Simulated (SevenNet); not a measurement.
## Anatase TiO2 (metastable phase)

Computed with the machine-learned potential SevenNet-l3i5 (trained on PBE and PBE+U data).

Cell (relaxed at this level):

```cif
data_O8Ti4
_chemical_formula_sum 'Ti4 O8'
_space_group_name_H-M_alt 'I41/amd :1'
_space_group_IT_number 141
_space_group_name_Hall 'I 4bw 2bw -1bw'
_cell_length_a 3.80693
_cell_length_b 3.80693
_cell_length_c 9.71422
_cell_angle_alpha 90.000
_cell_angle_beta 90.000
_cell_angle_gamma 90.000
loop_
_atom_site_label
_atom_site_type_symbol
_atom_site_symmetry_multiplicity
_atom_site_Wyckoff_symbol
_atom_site_fract_x
_atom_site_fract_y
_atom_site_fract_z
_atom_site_occupancy
Ti1 Ti 4 a 0.00000 0.00000 0.00000 1
O1 O 8 e 0.00000 0.00000 0.20656 1
```
(The calculation used a cell of 6 atoms; values per cell refer to that cell.)

```json
{
  "lattice_parameter_a": "3.807 Å",
  "c axis length": "9.714 Å"
}
```

Measured, for comparison: lattice constant a 3.784 Å, lattice parameter c 9.514 Å (room temperature, no zero-point or thermal correction; as tabulated in Horn, Schwerdtfeger, Meagher, Refinement of the structure of anatase at several …). Computed (rounded) less measured: lattice constant a +0.6 %, lattice parameter c +2.1 %.

A machine-learned potential is trained on density-functional data: it inherits that level's misses and adds fitting errors of its own.
